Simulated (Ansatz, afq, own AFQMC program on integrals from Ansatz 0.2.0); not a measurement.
# Where AFQMC and coupled cluster stand for B₂, singlet

```tsv
atom	x (Å)	y (Å)	z (Å)
B	0.0000	0.0000	0.0000
B	0.0000	0.0000	2.5860
```

Basis cc-pVDZ. Only valence electrons are correlated. AFQMC by an in-house program on the Cholesky factors that Ansatz 0.2.0 writes for its CCSD(T) run. ph-AFQMC/CISD is guided by a CISD state made of CCSD amplitudes; releasing the constraint for a short imaginary time cuts its bias at the price of noise, slowly where states lie close. Error bars are statistical, one sigma.

Determinant: RHF, the one that the program's search chose, which needn't be the lowest solution. The geometry is a point of a scan.

Full CI on the same integrals is exact in this basis and with this determinant's frozen core.

Cautions: another spin lies lower; restricted determinant unstable towards unrestricted (UHF 716 meV lower, ⟨S²⟩ 1.16); strong correlation (T1 0.024, weight of the determinant 0.81, largest double 0.21); the released energies are still falling, so no released level is given (meV from the phaseless value at times in 1/Eh: -13 ± 4 at 0.24, -20 ± 3 at 0.51, -37 ± 4 at 0.99, -49 ± 5 at 1.62, -57 ± 4 at 2.40); CCSDTQ on the UHF determinant differs (67 meV lower), perhaps since the unrestricted series falls towards higher spin.

The T1 diagnostic is 0.0244, the weight of the determinant in the CISD state is 0.814 and the size of the correlated space is 6 electrons in 26 orbitals.

```tsv
level	correlation energy (eV)
MP2	-2.9247
CCSD	-4.3779
CCSD(T)	-4.5318
```

Q: Estimate where phaseless AFQMC with a CISD trial lies against CCSD(T) on the same integrals.

A: 0.56 ± 0.16 mEh above CCSD(T).

Reference: full CI, correlation energy -4.588 eV.

```
        level  E − E(reference) (mEh)  share of correlation (%)
      CCSD(T)                    2.06                     98.78
        CCSDT                    0.61                     99.64
     CCSDT(Q)                    0.19                     99.89
       CCSDTQ                    0.04                     99.98
ph-AFQMC/CISD             2.62 ± 0.16                     98.45
```

CCSDT and higher add their correlation energy to the determinant of the CCSD(T) run, since their own runs factorise the integrals more tightly (a shift of under 2 meV). A walk keeps the symmetry of its determinant, which the program's search chose and which needn't be the lowest solution, so a lower state of the same spin and another symmetry isn't excluded.
